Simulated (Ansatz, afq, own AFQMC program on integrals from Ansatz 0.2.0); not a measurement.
BNH$_{2}$, triplet in cc-pVDZ, levels against CCSDT(Q)

```xyz
4

B     0.0000    0.0000    1.5273
N     0.0000    0.0000   -0.9597
H     0.0000   -0.8409   -1.5231
H     0.0000    0.8409   -1.5231
```

Connectivity, by distances: B ··· NH2.

Basis cc-pVDZ. Noble-gas cores (and the filled d shells of Ga–Kr and In–Xe) are frozen. Integrals, coupled cluster, full CI and functionals: Ansatz 0.2.0; the random walks run on the same integrals in our own AFQMC program. ph-AFQMC/CISD is guided by a CISD state made of CCSD amplitudes; releasing the constraint for a short imaginary time cuts its bias at the price of noise, slowly where states lie close. ± is one standard error of the sampling.

Determinant: UHF, the one that the program's search chose, which needn't be the lowest solution. The geometry is a point of a scan.

No full CI on the walks' own integrals is used here; CCSDT(Q) serves as the reference and is uncertain by about the last step of the cluster series.

Cautions: lower spins were not checked.

- T1 diagnostic: 0.0191
- weight of the determinant in the CISD state: 0.881
- ⟨S²⟩ of the determinant: 2.041
- size of the correlated space: 10 electrons in 36 orbitals

Reference: CCSDT(Q), correlation energy -6.231 eV. The released energy is read at 2.40 1/Eh (meV from the phaseless value at times in 1/Eh: -3 ± 13 at 0.24, -28 ± 9 at 0.51, 0 ± 14 at 0.99, -8 ± 17 at 1.62, -4 ± 20 at 2.40).

```tsv
level	E − E(reference) (mEh)	share of correlation (%)
HF	228.98	0.00
MP2	45.93	79.94
CCSD	5.50	97.60
CCSD(T)	1.17	99.49
CCSDT	0.28	99.88
ph-AFQMC/CISD	0.71 ± 0.49	99.69
released AFQMC	0.56 ± 0.74	99.75
```

A walk keeps the symmetry of its determinant, which the program's search chose and which needn't be the lowest solution, so a lower state of the same spin and another symmetry isn't excluded. Released energies are given only where the last usable release times agree within the noise; a slower fall can still hide under it.
